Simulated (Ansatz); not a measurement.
fluoromethane (SMILES CF) moved off its minimum; all values from Ansatz (a first-principles code), cores frozen in correlated methods.
(charge 0, multiplicity 1)
```xyz
5

C     -0.58619     0.00412    -0.08873
F      0.77156    -0.05879    -0.03833
H     -0.89058    -0.11565     1.05868
H     -0.81937     1.06783    -0.22597
H     -1.10239    -0.58609    -0.62233
```

| level | largest force (eV/Å) | on atom | rms difference from CCSD(T)/aug-cc-pVTZ (eV/Å) | dipole (D) |
|---|---|---|---|---|
| HF/def2-TZVPP | 11.46 | C1 | 0.426 | 1.91 |
| PBE/def2-TZVPP | 10.32 | C1 | 0.178 | 1.58 |
| r2SCAN/def2-TZVPP | 10.54 | C1 | 0.059 | 1.64 |
| B3LYP/def2-TZVPP | 10.49 | C1 | 0.049 | 1.70 |
| wB97M-V/def2-TZVPP | 10.54 | C1 | 0.066 | 1.69 |
| MP2/aug-cc-pVTZ | 10.77 | C1 | 0.078 | 1.73 |
| CCSD(T)/aug-cc-pVTZ | 10.62 | C1 | 0.000 | 1.72 |

The differences count from one level among others, with limits of its own. Forces at CCSD(T)/aug-cc-pVTZ (eV/Å):

```tsv
atom	Fx	Fy	Fz
C1	2.075	6.136	8.410
F2	1.038	-0.889	-0.988
H3	0.131	-0.213	-2.258
H4	-0.271	-0.255	-0.655
H5	-2.972	-4.780	-4.509
```
